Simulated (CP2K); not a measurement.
**AlB2H5 (SMILES B[BH][AlH2]) at GFN0-xTB**

What is the energy change on altering one bond length of AlB2H5 at GFN0-xTB? 

The calculation is run with CP2K 2026.2.

3 further runs of the same task are left out: 3 set aside as unsound or not needed.

### Step 1. The structure to begin with

The species is AlB2H5 (8 atoms), meant as a singlet with charge 0. SMILES: `B[BH][AlH2]`. The shape comes from GFN2-xTB, which is rough for such elements, and wasn't checked as a minimum.

Bond lengths: B1–B2 1.585 Å, B2–Al3 2.100 Å, B1–H4 1.177 Å, B1–H5 1.178 Å, B2–H6 1.181 Å, Al3–H7 1.566 Å, Al3–H8 1.569 Å. Angles: B1–B2–Al3 119.2°, B1–B2–H6 129.0°, Al3–B2–H6 111.8°, B2–B1–H4 123.8°, B2–B1–H5 122.7°, B2–Al3–H7 127.1°, B2–Al3–H8 124.9°, H4–B1–H5 113.3°, H7–Al3–H8 108.0°.

### Step 2. Energy and forces at GFN0-xTB

Input file job.inp:

```
&GLOBAL
   PROJECT_NAME job
   RUN_TYPE ENERGY_FORCE
   PRINT_LEVEL MEDIUM
&END GLOBAL
&FORCE_EVAL
   METHOD QS
   &DFT
      ! Quickstep
      &QS
         METHOD XTB
         EPS_DEFAULT 1.0E-10
         &XTB
            GFN_TYPE 0
            CHECK_ATOMIC_CHARGES F
         &END XTB
      &END QS
      &POISSON
         PERIODIC NONE
         POISSON_SOLVER ANALYTIC
      &END POISSON
      &SCF
         SCF_GUESS ATOMIC
         EPS_SCF 1.0E-07
         MAX_SCF 150
         ADDED_MOS 4
         &DIAGONALIZATION
            ALGORITHM STANDARD
         &END DIAGONALIZATION
         &MIXING
            METHOD DIRECT_P_MIXING
            ALPHA 0.4
         &END MIXING
      &END SCF
      ! extra output
      &PRINT
         &MOMENTS
            PERIODIC F
            REFERENCE COM
            MAX_MOMENT 1
         &END MOMENTS
         &MO ON
            ENERGIES T
            OCCUPATION_NUMBERS T
            NDIGITS 6
            &EACH
               QS_SCF 0
            &END EACH
            ADD_LAST NUMERIC
         &END MO
         &HIRSHFELD OFF
         &END HIRSHFELD
      &END PRINT
   &END DFT
   ! structure
   &SUBSYS
      ! box in angstrom
      &CELL
         ABC 14.5 13.8 13.3
         PERIODIC NONE
      &END CELL
      &COORD
         SCALED T
         B    0.41206621   0.57319783   0.45743647
         B    0.51011655   0.57438188   0.51002068
         Al   0.55453655   0.45119783   0.58907030
         H    0.39902897   0.54429565   0.37536579
         H    0.34383793   0.59525942   0.49965526
         H    0.56562759   0.63693913   0.51213346
         H    0.49421586   0.36306087   0.62339286
         H    0.65616207   0.43253188   0.62463421
      &END COORD
   &END SUBSYS
   &PRINT
      &FORCES ON
      &END FORCES
   &END PRINT
&END FORCE_EVAL
```

Command:

```
$ OMP_NUM_THREADS=1 cp2k.psmp -i job.inp > job.out 2>&1
```

What it wrote:

```text
CP2K| version string:                                       CP2K version 2026.2
[...]
 GLOBAL| Method name                                                        CP2K
[...]
 GLOBAL| Run type                                                   ENERGY_FORCE
[...]
                             - Atoms:                                          8
[...]
                             - Spherical basis functions:                     27
[...]
 Number of electrons:                                                         14
[...]
 TB_DIPOLE| Moment [Debye]         -0.57425853       3.16694645      -1.67453415
 TB_DIPOLE| Derivative [a.u.]       0.00000000       0.00000000       0.00000000
[...]
 ENERGY| Total FORCE_EVAL ( QS ) energy [hartree]             -6.693170902107659
 FORCES| Atomic forces [hartree/bohr]
 FORCES|   Atom     x               y               z               |f|
 FORCES|      1  1.73418587E-02  5.14841399E-03  6.17647341E-03   1.91153094E-02
 FORCES|      2 -1.91565527E-02 -6.27717502E-03 -7.42184445E-03   2.14816250E-02
 FORCES|      3 -4.92358433E-03  1.10633387E-02 -7.16671022E-03   1.40712786E-02
 FORCES|      4  2.65749762E-03 -2.32811477E-03 -3.36001494E-03   4.87566533E-03
 FORCES|      5 -1.51834877E-03  1.05549426E-03  4.50811378E-03   4.87263183E-03
 FORCES|      6  6.35804297E-04  5.63801444E-03 -1.66141651E-03   5.91200124E-03
 FORCES|      7  2.70616350E-03 -8.31151924E-03  5.54680873E-03   1.03523794E-02
 FORCES|      8  2.25716169E-03 -5.98845236E-03  3.37859020E-03   7.23679572E-03
 FORCES| Sum    -8.97719399E-17 -4.94396191E-17 -5.94142791E-17
 FORCES| Total atomic force                                       1.18462372E-16
[...]
```

Run time: 0.26 s. Hardware: 1 thread of Arm Neoverse V1, shared host.

### Step 3. The distorted shape, same level

Input file job.inp:

```
&GLOBAL
  PROJECT job
  RUN_TYPE ENERGY_FORCE
  PRINT_LEVEL MEDIUM
&END GLOBAL

&FORCE_EVAL
  METHOD QS
  &DFT
    &QS
      METHOD XTB
      EPS_DEFAULT 1.0E-10
      &XTB
        GFN_TYPE 0
        CHECK_ATOMIC_CHARGES F
      &END XTB
    &END QS
    &POISSON
      PERIODIC NONE
      POISSON_SOLVER ANALYTIC
    &END POISSON
    &SCF
      SCF_GUESS ATOMIC
      EPS_SCF 1.0E-07
      MAX_SCF 150
      ADDED_MOS 4
      &DIAGONALIZATION
        ALGORITHM STANDARD
      &END DIAGONALIZATION
      &MIXING
        METHOD DIRECT_P_MIXING
        ALPHA 0.4
      &END MIXING
    &END SCF
    &PRINT
      &MOMENTS
        PERIODIC F
        REFERENCE COM
        MAX_MOMENT 1
      &END MOMENTS
      &MO ON
        ENERGIES T
        OCCUPATION_NUMBERS T
        NDIGITS 6
        &EACH
          QS_SCF 0
        &END EACH
        ADD_LAST NUMERIC
      &END MO
      &HIRSHFELD OFF
      &END HIRSHFELD
    &END PRINT
  &END DFT
  &SUBSYS
    &CELL
      ABC 14.5 13.8 13.2
      PERIODIC NONE
    &END CELL
    &COORD
      SCALED T
      B    0.41206621   0.57319783   0.45298072
      B    0.51011655   0.57438188   0.50596330
      Al   0.55453655   0.45119783   0.58561178
      H    0.40033228   0.54718493   0.37855489
      H    0.34383793   0.59525942   0.49551936
      H    0.56562759   0.63693913   0.50809208
      H    0.49421586   0.36306087   0.62019436
      H    0.65616207   0.43253188   0.62144511
    &END COORD
  &END SUBSYS
  &PRINT
    &FORCES ON
    &END FORCES
  &END PRINT
&END FORCE_EVAL
```

Command:

```
$ OMP_NUM_THREADS=1 cp2k.psmp job.inp > job.out
```

What it wrote:

```text
CP2K| version string:                                       CP2K version 2026.2
[...]
 GLOBAL| Method name                                                        CP2K
[...]
 GLOBAL| Run type                                                   ENERGY_FORCE
[...]
                             - Atoms:                                          8
[...]
                             - Spherical basis functions:                     27
[...]
 Number of electrons:                                                         14
[...]
 TB_DIPOLE| Moment [Debye]         -0.70393484       3.05248564      -2.05491316
 TB_DIPOLE| Derivative [a.u.]       0.00000000       0.00000000       0.00000000
[...]
 ENERGY| Total FORCE_EVAL ( QS ) energy [hartree]             -6.685199296953152
 FORCES| Atomic forces [hartree/bohr]
 FORCES|   Atom     x               y               z               |f|
 FORCES|      1  2.81622930E-02  2.87940501E-02  7.13006039E-02   8.18900982E-02
 FORCES|      2 -1.92808867E-02 -5.45924095E-03 -5.64103821E-03   2.08177140E-02
 FORCES|      3 -4.73495822E-03  1.10460964E-02 -7.31714576E-03   1.40704192E-02
 FORCES|      4 -8.33020211E-03 -2.78284930E-02 -7.33508949E-02   7.88934159E-02
 FORCES|      5 -1.81459799E-03  2.24059747E-03  7.56906978E-03   8.09962099E-03
 FORCES|      6  9.81236541E-04  5.59203126E-03 -1.67057229E-03   5.91814587E-03
 FORCES|      7  2.68207807E-03 -8.31875887E-03  5.60551406E-03   1.03835004E-02
 FORCES|      8  2.33503740E-03 -6.06628241E-03  3.50446348E-03   7.38467645E-03
 FORCES| Sum     2.07299455E-16  1.55257751E-16  5.81132364E-17
 FORCES| Total atomic force                                       2.65433950E-16
[...]
```

It took 0.28 s on 1 thread of Arm Neoverse V1, shared host.

### Step 4. Outcome

Level: GFN0-xTB.

| quantity | value |
| --- | --- |
| first shape: total energy | -6.69317 Eh |
| first shape: dipole moment (from atomic charges alone) | 3.63 D |
| first shape: HOMO energy | -10.30 eV |
| first shape: LUMO energy | -7.96 eV |
| first shape: HOMO–LUMO gap | 2.34 eV |
| first shape: dispersion energy | -3.60 kJ/mol |
| first shape: largest force on an atom | 1.105 eV/Å |
| distorted shape: total energy | -6.68520 Eh |
| distorted shape: dipole moment (from atomic charges alone) | 3.75 D |
| distorted shape: HOMO energy | -10.28 eV |
| distorted shape: LUMO energy | -7.95 eV |
| distorted shape: HOMO–LUMO gap | 2.33 eV |
| distorted shape: dispersion energy | -3.59 kJ/mol |
| distorted shape: largest force on an atom | 4.211 eV/Å |
| energy change with the B1–H4 bond shortened from 1.177 to 1.060 Å | 0.217 eV |

**Reading.** With the B1–H4 bond shortened from 1.177 to 1.060 Å the energy rises by 0.22 eV (20.9 kJ/mol). The first shape isn't relaxed at this level, so the change isn't measured from a minimum. The largest force (first shape) is 1.10 eV/Å: the shape isn't a stationary point for this species at this level. The dipole (first shape) comes from point charges on the atoms alone, without atomic dipoles, so it is partial. The dipole (distorted shape) comes from point charges on the atoms alone, without atomic dipoles, so it is partial.
